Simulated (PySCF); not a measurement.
This PySCF input (PBE/6-31G**) gives -1.16466 Eh with 10 basis functions.

```python
import numpy as np, basis_set_exchange as bse
from pyscf import gto, scf, dft, df

basis = {'H': gto.basis.parse(bse.get_basis('6-31G**', elements=['H'], fmt='nwchem'))}
mol = gto.M(
    atom='''
    H    -0.00000000   -0.00000000   -0.37201156
    H     0.00000000    0.00000000    0.37201156
    ''',
    basis=basis,
    charge=0,
    verbose=4,
    max_memory=8640,
)
mf = dft.RKS(mol, xc='pbe')
mf.grids.level = 3
mf = mf.density_fit(auxbasis=df.autoaux(mol))
mf.conv_tol = 1e-9
mf.max_cycle = 100
print('smallest overlap eigenvalue', np.linalg.eigvalsh(mol.intor('int1e_ovlp'))[0])
mf.kernel()
dip = mf.dip_moment()
```

Change:
```diff
- basis = {'H': gto.basis.parse(bse.get_basis('6-31G**', elements=['H'], fmt='nwchem'))}
+ basis = {'H': gto.basis.parse(bse.get_basis('pcseg-2', elements=['H'], fmt='nwchem'))}
```

Task: What does the run give now?

Result: -1.16632 Eh (PBE/pcseg-2, 28 functions), a change of -1.66 mEh.
